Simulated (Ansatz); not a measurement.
A calculation with Ansatz (development build ahead of 0.2.0).

```yaml
crystal:
  periodic: [false, false, false]
  atoms:
    - { symbol: Na, position_ang: [0.0, 0.0, 0.0] }
    - { symbol: O, position_ang: [0.0, 0.0, 3.248] }
    - { symbol: O, position_ang: [0.0, 3.1987, -0.564] }
basis:
  gaussian: { orbitals: pcseg-2 }
magnetization:
  initial_magnetization: 1
hamiltonian:
  xc: pbe0
```

The input is written out in the form of the current development build from the run's settings.

Results

| Item | Value |
| --- | --- |
| Converged | yes |
| Total energy | -312.18800 hartree |
| Spin squared of the determinant | 0.750 |
| Stability test | minimum among restricted orbitals |

Caution: stretched shape with no unrestricted run beside it, a lower state can exist.
